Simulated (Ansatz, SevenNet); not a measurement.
For rock-salt CaO, the machine-learned potential SevenNet-l3i5 (trained on PBE and PBE+U data) gives:

```
Property                      Value
-------------------------  --------
elastic constant C11        195 GPa
elastic constant C44       68.2 GPa
polycrystal shear modulus  68.3 GPa
```

**Question.** What does r²SCAN0 (Ansatz, an electronic-structure program, PAW) give for the same quantities?

**Answer.** 
- elastic constant C11: 241 GPa (rises by 24 %)
- elastic constant C44: 83.0 GPa (grows by 22 %)
- Voigt–Reuss–Hill shear modulus: 85.5 GPa (increases by 25 %)

For comparison: elastic constant C11 219 GPa (measured, room temperature, not corrected to a static lattice; as tabulated in Speziale et al. (2006), doi:10.1029/2005jb003823); elastic constant C44 80 GPa (measured, room temperature, not corrected to a static lattice; as tabulated in Speziale et al. (2006), doi:10.1029/2005jb003823).

Changes are worked out from the printed values.

Unless a cell is named, each level is at its own relaxed cell (SevenNet-l3i5 14.19, r²SCAN0 13.64 Å³/atom).

Ansatz's density-functional and Hartree–Fock values are scalar-relativistic unless marked +SOC, with PAW data made under PBE.
